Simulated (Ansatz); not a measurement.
in.yaml

```yaml
crystal:
  periodic: [false, false, false]
  atoms:
    - {symbol: Si, position_ang: [0.000000, 0.000000, 0.000000]}
    - {symbol: Al, position_ang: [0.000000, 0.000000, 2.206200]}
basis:
  gaussian: {orbitals: aug-cc-pVDZ}
magnetization: {spin_polarized: true, initial_magnetization: 1}
hamiltonian: {xc: {name: B2PLYP}}
correlation: {electrons: outside_noble_gas}
```

```sh
$ ansatz run in.yaml --threads 1 --pin off --events-out ev --progress --plain --max-ram 4096MiB --backend cpu
```

The program prints:

```
553 factors; integrals over basis functions are off by at most 7.4e-4 eV
mean field evaluation 1: about -14461.6257 eV, gradient 9.1e0 eV
mean field evaluation 2: about -14461.6262 eV, gradient 9.1e0 eV
mean field evaluation 4: about -14462.5959 eV, gradient 1.7e0 eV
mean field evaluation 8: about -14462.6359 eV, gradient 1.1e-1 eV
mean field evaluation 16: about -14462.6488 eV, gradient 2.2e-2 eV
mean field evaluation 32: about -14462.6490 eV, gradient 1.6e-5 eV
mean field evaluation 64: about -14462.6490 eV, gradient 3.8e-3 eV
mean field evaluation 96: about -14463.5023 eV, gradient 2.9e-2 eV
mean field -14463.50233678 eV, -531.5239071627 hartree, gradient 2.1e-6 eV, S^2 1.789735; 8 other end points of the search recorded, 0 dependent functions left out
10 core orbitals not correlated: weight in the atoms' cores, before any rotation towards them, 1.000 or more for the frozen orbitals, at most 0.000 for the correlated occupied ones
reference -14463.50245759 eV, -531.5239116025 hartree; 4, 3 occupied and 40, 41 virtual orbitals, 553 factors
second order -3.43974728 eV of doubles, -0.00000000 eV of singles
Total energy: -14464.43118936 eV, -531.5580418653 hartree
```

Ran on 1 thread of AMD EPYC 7R13, shared host: 9 s wall, 0.16 GiB peak host memory.
